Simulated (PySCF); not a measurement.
Species: PH2 (doublet state).
Geometry (PBE0-D3(BJ)/def2-SVP, Å), atoms numbered from 1 in this order:
```xyz
3
PH2 angstrom
P      0.0110    0.6657   -0.0046
H     -1.0197   -0.3302   -0.0217
H      1.0316   -0.3406    0.0012
```

Computed, not measured: PySCF, PBE0-D3(BJ)/def2-SVP geometry optimisation, gas phase.

Take the most abundant isotopes and a rigid rotor. 

Give the principal moments of inertia and the rotational constants in MHz.

Ia = 1.90, Ib = 2.12, Ic = 4.02 u·Å²; 505379 MHz·u·Å²/I gives A = 266428, B = 238313, C = 125794 MHz.

Classify the top.

An asymmetric top; Ray's κ = 0.600.

Which types of transition are allowed, and where do some lines up to J = 5 fall?

The dipole components are |μa| = 0.00 D, |μb| = 0.83 D, |μc| = 0.00 D; the symmetry axis of this C2v structure is b, so μa and μc vanish by symmetry and there are no a-type or c-type lines. Some lines, for components of 0.1 D or more:

```csv
type,branch,"J(Ka,Kc)",MHz,lower level (cm⁻¹)
b,Q,"4(3,1) ← 4(2,2)",312324,149.503
b,Q,"4(4,0) ← 4(3,1)",315903,159.921
b,Q,"3(2,1) ← 3(1,2)",320992,83.381
b,R,"1(1,1) ← 0(0,0)",392222,0.000
b,Q,"2(2,1) ← 2(1,2)",421904,33.620
b,Q,"5(5,0) ← 5(4,1)",429905,242.610
b,Q,"3(3,1) ← 3(2,2)",466773,84.129
b,Q,"5(5,1) ← 5(4,2)",603291,236.121
b,Q,"4(3,2) ← 4(2,3)",647215,130.007
b,Q,"4(2,3) ← 4(1,4)",878975,100.688
b,R,"2(2,1) ← 1(1,0)",925079,16.836
b,R,"3(1,2) ← 2(2,1)",1069893,47.694
b,Q,"5(2,4) ← 5(1,5)",1129671,146.845
b,R,"4(1,4) ← 3(0,3)",1132475,62.913
b,R,"3(2,2) ← 2(1,1)",1176666,44.880
b,R,"4(1,3) ← 3(2,2)",1372029,84.129
b,R,"5(1,5) ← 4(0,4)",1383787,100.686
b,R,"3(3,1) ← 2(2,0)",1470048,50.664
b,R,"4(2,2) ← 3(3,1)",1493069,99.699
b,R,"3(3,0) ← 2(2,1)",1621052,47.694
b,R,"5(3,2) ← 4(4,1)",1874931,169.187
b,R,"5(3,3) ← 4(2,2)",1927730,149.503
b,R,"4(3,1) ← 3(2,2)",2272167,84.129
b,R,"5(5,1) ← 4(4,0)",2571815,170.458
```

Estimate the classical rotational partition function at 298.15 K.

Point group C2v, symmetry number σ = 2; q = (√π/σ)·√((kT/h)³/(ABC)), k/h = 20836.6 MHz/K: 154 at 298.15 K.

For this open shell read J as N, the rotation without spin; fine and hyperfine splittings come on top. No frequency check. ⟨S²⟩ = 0.755 (exact for a doublet: 0.75). These are rigid-rotor constants of the computed structure; measured ground-state constants (B0) also hold zero-point vibration.
